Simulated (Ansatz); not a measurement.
Geometry optimisation, Ansatz 0.2.0, RKS PBE-D4/STO-3G.

The input (input.yaml):

```yaml
crystal:
  periodic: [false, false, false]
  atoms:
    - { symbol: Si, position_ang: [-0.3764, 0.5145, -0.8146] }
    - { symbol: "N", position_ang: [0.9356, -0.2183, -0.1822] }
    - { symbol: P, position_ang: [0.628, -1.1283, 1.2098] }
    - { symbol: H, position_ang: [-1.4014, -0.4304, -1.1346] }
    - { symbol: H, position_ang: [0.0034, 1.2634, -2.0697] }
    - { symbol: H, position_ang: [-0.9105, 1.5607, 0.1673] }
    - { symbol: H, position_ang: [1.7019, 0.4752, -0.0367] }
    - { symbol: H, position_ang: [0.94629, -1.16568, -0.61111] }
    - { symbol: H, position_ang: [-0.082, -0.189, 2.0425] }
basis:
  gaussian: { orbitals: STO-3G }
hamiltonian:
  xc: pbe
  dispersion: d4
relax:
  f_tol: 0.02
  max_steps: 50
```

Command:

```bash
$ ansatz run input.yaml --threads 1 --pin off --max-ram 2048MiB --backend cpu --events-out ev --progress --plain --runs-dir out
```

Where does it end, and by what steps?

It converged. Limits of this set-up: minimal basis. After 32 steps the energy has fallen by 5.088 eV; H7 moved furthest, 1.50 Å. Parted: Si1–N2. Joined: Si1–P3.

```tsv
step	energy less start (eV)	largest force component (eV/Å)	accepted
0	0.0000	6.061	yes
2	-2.1060	1.218	yes
4	-2.2326	1.373	yes
6	-2.7149	1.750	yes
8	-3.2833	1.631	yes
10	-3.8704	1.289	yes
12	-4.8673	0.893	yes
14	-5.0273	0.232	yes
16	-5.0317	0.375	no
18	-5.0492	0.102	yes
20	-5.0501	0.020	yes
22	-5.0525	0.131	yes
24	-5.0610	0.159	yes
26	-5.0749	0.302	yes
28	-5.0859	0.070	yes
30	-5.0876	0.050	yes
32	-5.0879	0.012	yes
```

```xyz
9
Properties=species:S:1:pos:R:3
Si -1.067 0.458 -0.712
N 1.803 0.054 0.174
P 0.257 -0.968 0.390
H -2.457 0.069 -0.519
H -0.781 0.388 -2.137
H -0.918 1.842 -0.285
H 2.499 -0.493 0.793
H 2.150 -0.299 -0.785
H -0.041 -0.369 1.651
```

Whether the end is a true minimum wasn't checked by a vibrational analysis.

Time of the run: 51 s on 1 thread of Arm Neoverse V1, on a shared host, peak memory 0.12 GiB.
